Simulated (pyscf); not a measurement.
H₃Si–NH–SiH₃ + hydrogen chloride (HCl) → H₃Si–NH–SiH₂–Cl + hydrogen (H₂) (four-centre exchange; singlet surface; H–Si, Cl–H broken, Cl–Si, H–H formed). Optimised with ωB97X-D3(BJ)/def2-SVP in PySCF. Rate constants from transition-state theory, ωB97M-D3(BJ)/def2-TZVP energies (ideal gas, 1 atm, RRHO with modes under 100 cm⁻¹ raised to 100, one conformer, R ln 2 for rigid chiral ones; no tunnelling), k in cm³ molecule⁻¹ s⁻¹.

```
T (K)  1000/T  log10 k
-----  ------  -------
298     3.354   -35.77
600     1.667        ?
900     1.111   -20.35
1200    0.833   -18.28
```

**Question.** Fit an Arrhenius line to the three values, give the activation energy, and predict k at 600 K.

**Answer.** Least squares gives log10 k = -12.59 − 6.91 × 1000/T, so Ea = 6.91 × ln 10 × 1.987 = 31.6 kcal/mol, against an electronic barrier of 29.7. At 600 K the line gives -24.11; the computed value is -24.31 (ΔG‡ = 50.3 kcal/mol), a factor 1.6 under the line, since the plot is curved. One saddle was located; it need not be the lowest between these sides.
